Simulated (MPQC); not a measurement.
**SiH3F (SMILES F[SiH3]): MP2/def2-TZVPP**

Aim: the energy change on altering one bond length of SiH3F at MP2/def2-TZVPP, from 2 runs. 

Program for the calculation: MPQC 2.3.1.

7 further runs of the same task are left out: 2 that didn't finish, 5 set aside as unsound or not needed.

### 1 The system as given

SiH3F: 5 atoms, total charge 0, spin state singlet. As SMILES, `F[SiH3]`. The shape is that of a PBE0-D4/def2-TZVP optimisation.

Bond lengths: F1–Si2 1.600 Å, Si2–H3 1.482 Å, Si2–H4 1.482 Å, Si2–H5 1.482 Å. Angles: F1–Si2–H3 108.3°, F1–Si2–H4 108.3°, F1–Si2–H5 108.3°, H3–Si2–H4 110.6°, H3–Si2–H5 110.6°, H4–Si2–H5 110.6°.

### 2 The energy at MP2/def2-TZVPP

mol.in

```
% FH3Si
molecule<Molecule>: (
  symmetry = c1
  unit = angstrom
  { atoms geometry } = {
    F  [ -1.274600 0.162800 0.858000 ]
    Si [ 0.043300 -0.019300 -0.030700 ]
    H  [ -0.367800 -0.192600 -1.443700 ]
    H  [ 0.768600 -1.217900 0.451600 ]
    H  [ 0.880500 1.193400 0.123400 ]
  }
)
basis<GaussianBasisSet>: (
  name = "def2-TZVPP"
  molecule = $:molecule
  basisdir = "."
  puream = yes
)
mpqc: (
  checkpoint = no
  savestate = no
  restart = no
  do_energy = yes
  do_gradient = no
  optimize = no
  mole<MBPT2>: (
    molecule = $:molecule
    basis = $:basis
    memory = 1000000000
    method = mp
    nfzc = 6
    reference<CLHF>: (
      molecule = $:molecule
      basis = $:basis
      total_charge = 0
      memory = 1000000000
      print_evals = yes
      maxiter = 120
      value_accuracy = 1e-08
      guess_wavefunction<CLHF>: (
        molecule = $:molecule
        total_charge = 0
        memory = 1000000000
        value_accuracy = 1e-3
        basis<GaussianBasisSet>: (
          name = "STO-3G"
          molecule = $:molecule
        )
      )
    )
  )
)
```

The basis set def2-TZVPP is read from a file made from the Basis Set Exchange's data (not shown).

Started as:

```sh
mpqc mol.in > mol.out
```

Standard output:

```text
MPQC: Massively Parallel Quantum Chemistry
[...]
  LUMO is    14   A =   0.106881
  total scf energy = -390.2321123246
[...]
  MP2 correlation energy [au]:         -0.382563691828
  MP2 energy [au]:                   -390.614676016442
Value of the MolecularEnergy: -390.6146760164
[...]
        symmetry = c1
[...]
```

Wall time 26 s (1 thread of Arm Neoverse V2, shared host); peak memory 0.49 GiB.

### 3 The distorted shape, same level

input.in

```
% FH3Si
molecule<Molecule>: (
  symmetry = c1
  unit = angstrom
  { atoms geometry } = {
    F  [ -0.781271     0.370764     2.553632 ]
    Si [ 0.536629     0.188664     1.664932 ]
    H  [ -0.367800    -0.192600    -1.443700 ]
    H  [ 1.261929    -1.009936     2.147232 ]
    H  [ 1.373829     1.401364     1.819032 ]
  }
)
basis<GaussianBasisSet>: (
  name = "def2-TZVPP"
  molecule = $:molecule
  basisdir = "."
  puream = yes
)
mpqc: (
  checkpoint = no
  savestate = no
  restart = no
  do_energy = yes
  do_gradient = no
  optimize = no
  mole<MBPT2>: (
    molecule = $:molecule
    basis = $:basis
    memory = 1000000000
    method = mp
    nfzc = 6
    reference<CLHF>: (
      molecule = $:molecule
      basis = $:basis
      total_charge = 0
      memory = 1000000000
      print_evals = yes
      maxiter = 120
      value_accuracy = 1e-08
      guess_wavefunction<CLHF>: (
        molecule = $:molecule
        total_charge = 0
        memory = 1000000000
        value_accuracy = 1e-3
        basis<GaussianBasisSet>: (
          name = "STO-3G"
          molecule = $:molecule
        )
      )
    )
  )
)
```

The basis set def2-TZVPP is read from a file made from the Basis Set Exchange's data (not shown).

Started as:

```sh
mpqc input.in > input.out
```

Standard output:

```text
MPQC: Massively Parallel Quantum Chemistry
[...]
  LUMO is    14   A =  -0.039046
  total scf energy = -390.0297511526
[...]
  MP2 correlation energy [au]:         -0.404145774079
  MP2 energy [au]:                   -390.433896926692
Value of the MolecularEnergy: -390.4338969267
[...]
        symmetry = c1
[...]
```

Run time: 22 s. Hardware: 1 thread of Arm Neoverse V2, shared host; peak memory 0.49 GiB.

### 4 What came out

At MP2/def2-TZVPP, 6 core orbitals frozen:

| quantity | value |
| --- | --- |
| first shape: total energy | -390.61468 Eh |
| first shape: HOMO energy (Hartree–Fock orbitals) | -13.36 eV |
| first shape: LUMO energy (Hartree–Fock orbitals) | 2.91 eV |
| first shape: HOMO–LUMO gap (Hartree–Fock orbitals) | 16.27 eV |
| first shape: correlation energy (6 core orbitals frozen) | -382.6 mEh |
| distorted shape: total energy | -390.43390 Eh |
| distorted shape: HOMO energy (Hartree–Fock orbitals) | -8.32 eV |
| distorted shape: LUMO energy (Hartree–Fock orbitals) | -1.06 eV |
| distorted shape: HOMO–LUMO gap (Hartree–Fock orbitals) | 7.26 eV |
| distorted shape: correlation energy (6 core orbitals frozen) | -404.1 mEh |
| energy change with the Si2–H3 bond stretched from 1.482 to 3.260 Å | 4.919 eV |

**Reading.** One bond (distorted shape) is far stretched, which a spin-restricted single reference describes badly; perturbation theory on it can break down and give far too much correlation. With the Si2–H3 bond stretched from 1.482 to 3.260 Å the energy rises by 4.92 eV (475 kJ/mol). The first shape isn't relaxed at this level, so the change isn't measured from a minimum. A restricted reference can't describe the breaking bond well at this length.
